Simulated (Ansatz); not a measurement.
**Litharge SnO**

Computed with PBE-D3(BJ) (Ansatz, a quantum-chemistry and plane-wave program, PAW).

Cell: relaxed at this level.

```yaml
interlayer_binding_energy: 33.9 meV/Å²
layer_repeat_distance: 4.759 Å
gap_between_the_layers: 2.442 Å
```

Spin–orbit coupling is not included.
